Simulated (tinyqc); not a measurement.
Worked calculation: CIS on RHF in the sto-6g basis, frozen core, for OH-, spin multiplicity 1. The basis has no diffuse functions, so it cannot describe the extra electron: this is an exercise in the method, not the real anion. One step of it, computed by the program tinyqc.

Problem. CIS matrix, singlets. A(ia,jb) = (e_a - e_i) d_ij d_ab + 2 (ia|jb) - (ij|ab).

orbital energies (hartree): MO1 -19.753545, MO2 -0.592593, MO3 0.077028, MO4 0.185650, MO5 0.185650, MO6 0.984537

Two-electron integrals over orbitals (pq|rs), unique and non-zero (hartree); the lowest 1 orbital is frozen and left out:
```
(22|22) 0.745394    (32|22) -0.067736   (32|32) 0.116934    (33|22) 0.561267
(33|32) 0.023416    (33|33) 0.616487    (42|42) 0.160268    (43|42) -0.039772
(43|43) 0.028061    (44|22) 0.774993    (44|32) -0.096046   (44|33) 0.541382
(44|44) 0.880663    (52|52) 0.160268    (53|52) -0.039772   (53|53) 0.028061
(54|54) 0.047461    (55|22) 0.774993    (55|32) -0.096046   (55|33) 0.541382
(55|44) 0.785741    (55|55) 0.880663    (62|22) 0.076947    (62|32) 0.054100
(62|33) 0.002021    (62|44) 0.080839    (62|55) 0.080839    (62|62) 0.111806
(63|22) 0.160420    (63|32) -0.106440   (63|33) -0.014959   (63|44) 0.181197
(63|55) 0.181197    (63|62) 0.019328    (63|63) 0.185657    (64|42) 0.029794
(64|43) 0.014924    (64|64) 0.037809    (65|52) 0.029794    (65|53) 0.014924
(65|65) 0.037809    (66|22) 0.675816    (66|32) 0.002139    (66|33) 0.609967
(66|44) 0.669409    (66|55) 0.669409    (66|62) 0.077541    (66|63) 0.077095
(66|66) 0.707720
```

Give: CIS matrix A, singlet.

Solution.

CIS matrix A, singlet (hartree), lower triangle:
```
        2>6     3>6     4>6     5>6
2>6  1.1249
3>6  0.0365  0.6689
4>6  0.0000  0.0000  0.2051
5>6  0.0000  0.0000  0.0000  0.2051
```
